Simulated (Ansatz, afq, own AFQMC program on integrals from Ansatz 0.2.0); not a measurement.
# CH2Si, triplet in cc-pVDZ, levels against CCSDT(Q)

```xyz
4

Si    0.0000    0.0000    1.3767
C     0.0000    0.0000   -3.5963
H     0.0000    1.2125    2.2467
H     0.0000   -1.2125    2.2467
```

Connectivity, by distances: SiH2 ··· C.

Basis cc-pVDZ. Only valence electrons are correlated. Integrals, coupled cluster, full CI and functionals: Ansatz 0.2.0; the random walks run on the same integrals in our own AFQMC program. ph-AFQMC/CISD is guided by a CISD state made of CCSD amplitudes; releasing the constraint for a short imaginary time cuts its bias at the price of noise, slowly where states lie close. Error bars are statistical, one sigma.

Determinant: ROHF, the one that the program's search chose, which needn't be the lowest solution. The geometry is a point of a scan.

No full CI on the walks' own integrals is used here; CCSDT(Q) serves as the reference and is uncertain by about the last step of the cluster series.

Cautions: lower spins were not checked; higher spins were not checked; a spin-contaminated unrestricted determinant lies lower (UHF 329 meV lower, ⟨S²⟩ 2.57).

The T1 diagnostic is 0.0149 and the weight of the determinant in the CISD state is 0.870. The size of the correlated space is 10 electrons in 36 orbitals.

```csv
level,correlation energy (eV)
MP2,-3.8967
CCSD,-5.2540
CCSD(T),-5.3417
```

(1) Estimate where phaseless AFQMC with a CISD trial lies against CCSD(T) on the same integrals.

(1) 6.0 ± 9.8 meV above CCSD(T). The gap is under twice the noise, so this walk alone can't tell the two apart.

Reference: CCSDT(Q), correlation energy -5.370 eV. The released energy is read at 2.40 1/Eh (meV from the phaseless value at times in 1/Eh: -3 ± 9 at 0.24, -2 ± 9 at 0.51, -8 ± 10 at 0.99, -35 ± 13 at 1.62, -27 ± 17 at 2.40).

| level | E − E(reference) (meV) | share of correlation (%) |
| --- | --- | --- |
| CCSD(T) | 28.7 | 99.47 |
| CCSDT | 3.2 | 99.94 |
| ph-AFQMC/HF | 55.8 ± 80.7 | 98.96 |
| ph-AFQMC/CISD | 34.7 ± 9.8 | 99.35 |
| released AFQMC | 7.5 ± 16.6 | 99.86 |

A walk keeps the symmetry of its determinant, which the program's search chose and which needn't be the lowest solution, so a lower state of the same spin and another symmetry isn't excluded. Released energies are given only where the last usable release times agree within the noise; a slower fall can still hide under it.
